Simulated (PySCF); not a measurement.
# Which is lower?

The two ends of one reaction step of AlH5S, closed shell (PBE0-D4/def2-TZVP).

A:

Al1  (-0.615, -0.193, -0.412)
H2  (0.416, -1.041, 1.601)
H3  (-0.760, -1.690, -0.891)
H4  (-1.612, 0.524, 0.583)
H5  (1.002, -0.724, 1.248)
S6  (0.943, 0.996, -1.395)
H7  (0.627, 2.121, -0.731)
(Å)

B:

```csv
atom,x (Å),y (Å),z (Å)
Al1,-0.9443,-0.5249,-0.2009
H2,-0.9892,-0.7458,1.3798
H3,-0.4806,-1.7386,-1.1266
H4,-1.8366,0.6365,-0.8329
H5,1.9725,-0.0478,0.4543
S6,1.2427,0.7503,-0.3443
H7,1.0009,1.6273,0.6450
```

Program: PySCF 2.14 with density fitting (its default auxiliary sets; JK sets also for MP2 and CCSD(T)). Basis: def2-TZVPP. Cores are frozen in the correlated methods. B3LYP uses VWN-RPA correlation.

Question: Which structure is lower at CCSD(T), and by how much? (An estimate is asked for; the value comes from the calculation.)

Answer: By the calculation: A, by 11.89 kcal/mol (electronic energy, against the other). By their contacts, A is a complex of AlH₃S ([AlH2][SH]) + H₂ and B is AlH₅S ([AlH3][SH2]).

All methods give the same order:

| method | E(B) − E(A) (kcal/mol) |
| --- | --- |
| SPW92 | 9.73 |
| PBE-D4 | 12.01 |
| r2SCAN-D4 | 12.50 |
| PBE0-D4 | 11.60 |
| B3LYP-D4 | 11.92 |
| BHLYP-D4 | 11.35 |
| wB97M-V | 12.16 |
| HF | 10.97 |
| MP2 | 13.79 |
| CCSD | 11.46 |
| CCSD(T) | 11.89 |

T1 diagnostic: at most 0.011.

Labels in which every atom is bracketed show which atoms are joined, not bond orders.

For scale, one of the runs: CCSD(T)/def2-TZVPP, 154 basis functions, launched by `OMP_NUM_THREADS=4 python run.py`. Hardware: 4 CPU threads of an Intel Xeon Platinum 8488C, shared host. Wall time 45 s; peak host memory 0.79 GiB.
